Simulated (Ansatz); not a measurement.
## [B2H5]− (SMILES B[BH3-]): the vertical energy of the triplet above the singlet, rung by rung

[B2H5]− has 7 atoms, charge -1, and is taken as a singlet. As SMILES, `B[BH3-]`. Geometry: relaxed at GFN2-xTB.

Each level gives the vertical energy of the triplet above the singlet (eV). The values are calculated.

```
           level                    kind  program  value (eV)  CPU time (all runs)
   r2SCAN/STO-3G                meta-GGA   Ansatz        3.80                6.1 s
CAM-B3LYP/STO-3G  range-separated hybrid   Ansatz           ?                3.2 s
  wB97M-V/STO-3G  range-separated hybrid   Ansatz           ?                 41 s
    wB97X/STO-3G  range-separated hybrid   Ansatz        4.11                 14 s
  BCCD(T)/STO-3G   coupled cluster or CI   Ansatz        4.01               0.38 s
  CCSD(T)/STO-3G   coupled cluster or CI   Ansatz        4.01               0.29 s
     CCSD/STO-3G   coupled cluster or CI   Ansatz        4.01               0.28 s
    CCSDT/STO-3G   coupled cluster or CI   Ansatz        4.01               0.96 s
      FCI/STO-3G      exact in the basis   Ansatz        4.01                 29 s
```

(1) Estimate the missing values from the other rows.

## Answers

(1) As computed at these levels: CAM-B3LYP/STO-3G: 4.12 eV; wB97M-V/STO-3G: 4.36 eV. Sets without diffuse functions describe the anion poorly. The values span 3.80 to 4.36 eV. All rows use very small basis sets, so even the best lies far from the true value. Times are those of the runs behind each value, whatever else they computed, on shared processors of several kinds: orders of magnitude only.
